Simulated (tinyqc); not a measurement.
The basis set: RHF and MP2 along a ladder of basis sets, for H3O+, spin multiplicity 1. Computed by the program tinyqc with PySCF. Same geometry throughout; the dipole is taken about the origin.

Geometry (angstrom):
```
atom        x        y       z
O      0.0000   0.0000  0.0370
H      0.9490   0.0000  0.0000
H     -0.4750   0.8220  0.0000
H     -0.4750  -0.8220  0.0000
```

RHF and frozen-core MP2 in a ladder of bases:
```
basis    functions  E(RHF) (hartree)  E(MP2 corr) (hartree)  HOMO (eV)  LUMO (eV)  dipole (debye)
sto-3g           8        -75.324400              -0.042540   -24.6785     3.0106          0.1247
3-21g           15        -75.888693              -0.123752   -25.5436    -1.9449          0.1577
6-31g           15        -76.275727              -0.124939   -25.6261    -2.8667          0.1622
6-31g**         29        -76.308360              -0.191318   -25.5220    -2.7694          0.1020
cc-pvdz         29        -76.308572              -0.199619   -25.5196    -3.1901          0.0892
cc-pvtz         72        -76.338176              -0.253627   -25.5782    -3.7587          0.0810
```

Estimate the missing row, basis = aug-cc-pvdz.

Computed row:
```
basis        functions  E(RHF) (hartree)  E(MP2 corr) (hartree)  HOMO (eV)  LUMO (eV)  dipole (debye)
aug-cc-pvdz         50        -76.316307              -0.208452   -25.5412    -4.5424          0.0792
```

From cc-pVDZ to cc-pVTZ the RHF energy falls by 29.6 mhartree and the correlation energy by 54.0. If valence correlation converges as X^-3, (27 E(T) - 8 E(D))/19 gives -0.2764 hartree, a rough estimate from such small X that usually falls short; STO-3G holds about 15 % of it. Beyond STO-3G the LUMO moves by 2.6 eV and the HOMO by 0.1 eV.
